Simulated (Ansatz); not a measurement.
Gas-phase electronic energies from Ansatz, PBE0-D4/def2-TZVP geometries. CCSD(T)/CBS is the MP2 limit (def2-TZVPP, def2-QZVPP) plus CCSD(T) − MP2 in def2-TZVPP, frozen cores. This one scheme is used for every species. Functionals use def2-TZVPP. B3LYP here is the variant with VWN-RPA as its local correlation; programs differ in this. HSE06 is defined as in plane-wave codes. Triplets are unrestricted, without spin–orbit coupling. One conformer a species, not always the lowest.

`CCC[SiH3]` → `CC[SiH3]` + `[CH2]` (triplet)  (formal loss of a carbene)

```csv
level,ΔE (kJ/mol),difference from CCSD(T)/CBS
LDA (SPW92),509.6,72.3
PBE-D4,441.4,4.1
revPBE-D4,428.9,-8.4
BLYP-D4,427.0,-10.3
r2SCAN-D4,413.0,-24.3
PBE0-D4,433.6,-3.7
B3LYP-D4,427.8,-9.5
r2SCANh-D4,411.6,-25.7
HSE06-D4,433.8,-3.5
BHLYP-D4,416.9,-20.4
CAM-B3LYP-D4,433.0,-4.3
ωB97X-V,446.8,9.5
ωB97M-V,438.5,1.2
B2PLYP,426.0,-11.3
PBE-QIDH,433.0,-4.3
PBE,435.1,-2.2
revPBE,409.1,-28.2
BLYP,413.5,-23.8
r2SCAN,411.2,-26.1
PBE0,428.2,-9.1
r2SCANh,409.7,-27.6
r2SCAN0,407.6,-29.7
HSE06,428.8,-8.5
BHLYP,410.0,-27.3
CAM-B3LYP,427.6,-9.7
LC-ωPBE,424.4,-12.9
RPA@PBE/def2-TZVPP,419.7,-17.6
HF/def2-SVP,296.8,-140.5
MP2/def2-SVP,430.7,-6.6
CCSD(T)/def2-SVP,421.7,-15.6
HF/def2-TZVPP,289.3,-148.0
MP2/def2-TZVPP,438.9,1.6
SCS-MP2/def2-TZVPP,439.2,1.9
CCSD/def2-TZVPP,414.8,-22.5
CCSD(T)/def2-TZVPP,425.9,-11.4
HF/def2-QZVPP,289.5,-147.8
SCS-MP2/def2-QZVPP,447.1,9.8
HF/CBS(def2),289.5,-147.8
MP2/CBS(def2),450.2,12.9
CCSD/CBS(def2),426.2,-11.1
CCSD(T)/CBS,437.3,0
```

Largest T1 diagnostic among the species: 0.011.

From r2SCAN to r2SCAN0 (25 % exact exchange), in def2-TZVPP and without D4, ΔE moves by −3.6 kJ/mol. The D4 term adds +9.8 kJ/mol with B3LYP and +5.4 kJ/mol with PBE0; it sums over pairs of atoms, weighted by their polarisabilities, and B3LYP, whose exchange is more repulsive, gets the larger term.

CCSD(T)/CBS has its own doubt, a few kJ/mol and more with outer-core shells, so smaller differences from it don't rank the levels.
